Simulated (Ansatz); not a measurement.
# Hexafluoroethane (C₂F₆): basis-set convergence

Aim: see how fast density functionals converge with the basis set for hexafluoroethane (C₂F₆).

Computed with Ansatz 0.2.0, Gaussian basis. Level: one geometry, several basis sets.

Plan: PBE0-D4/def2-SVP; ωB97M-V/def2-SVP; PBE0-D4/def2-QZVPP; ωB97M-V/def2-QZVPP; the functionals' def2-TZVPP values are taken from earlier runs.

## 1. The relaxed structure

An earlier PBE0-D4 in a triple-zeta def2 set relaxation fixed the geometry.

SMILES `FC(F)(F)C(F)(F)F`, 8 atoms, charge 0, spin multiplicity 1.

Atoms are counted from 1 here; the program's logs count them from 0.

Bond lengths: F1–C2 1.325 Å, C2–F3 1.325 Å, C2–F4 1.325 Å, C2–C5 1.549 Å, C5–F6 1.325 Å, C5–F7 1.325 Å, C5–F8 1.325 Å. Angles: F1–C2–F3 109.1°, F1–C2–F4 109.1°, F1–C2–C5 109.8°, F3–C2–F4 109.1°, F3–C2–C5 109.8°, F4–C2–C5 109.8°, C2–C5–F6 109.8°, C2–C5–F7 109.8°, C2–C5–F8 109.8°, F6–C5–F7 109.1°, F6–C5–F8 109.1°, F7–C5–F8 109.1°.

As a file:

```xyz
8
charge 0, multiplicity 1
F     1.0707   -0.7790    1.1481
C     0.6749   -0.4037   -0.0595
F     1.6114    0.3578   -0.6062
F     0.4965   -1.4799   -0.8118
C    -0.6518    0.3894    0.0455
F    -0.4731    1.4664    0.7966
F    -1.0484    0.7635   -1.1622
F    -1.5880   -0.3716    0.5936
```

## 2. PBE0-D4 in def2-SVP

Contents of in.yaml:

```yaml
crystal:
  periodic: [false, false, false]
  atoms:
    - {symbol: F, position_ang: [1.070713, -0.778979, 1.148129]}
    - {symbol: C, position_ang: [0.674864, -0.403717, -0.059497]}
    - {symbol: F, position_ang: [1.611411, 0.357770, -0.606208]}
    - {symbol: F, position_ang: [0.496497, -1.479876, -0.811788]}
    - {symbol: C, position_ang: [-0.651817, 0.389442, 0.045546]}
    - {symbol: F, position_ang: [-0.473077, 1.466370, 0.796646]}
    - {symbol: F, position_ang: [-1.048418, 0.763457, -1.162219]}
    - {symbol: F, position_ang: [-1.587972, -0.371567, 0.593589]}
basis:
  gaussian: {orbitals: def2-SVP}
hamiltonian: {xc: pbe0, dispersion: d4}
output: {orbitals: {seedname: orbitals}}
```

The run is started by

```console
$ ansatz run in.yaml --threads 2 --pin off --events-out ev --progress --plain --max-ram 32768MiB --backend cpu
```

The runs that follow: ωB97M-V in def2-SVP; PBE0-D4 in def2-QZVPP; ωB97M-V in def2-QZVPP.

**Question.** What will the summary of the whole plan be? Wanted: PBE0-D4: double and triple zeta above quadruple; ωB97M-V: double and triple zeta above quadruple.

The runs gave:

| quantity | value |
| --- | --- |
| PBE0-D4: double and triple zeta above quadruple | 23.04, 0.91 eV |
| ωB97M-V: double and triple zeta above quadruple | 23.40, 0.85 eV |

**Reading.** PBE0-D4 gains 22.13 eV from double to triple zeta, then 0.91 eV more. These are total energies; as a rule much of such shifts cancels in differences, which this series doesn't test. The LUMO of ωB97M-V is positive and keeps falling with the basis (5.09 to 3.37 eV): an unbound level that the basis holds in place.
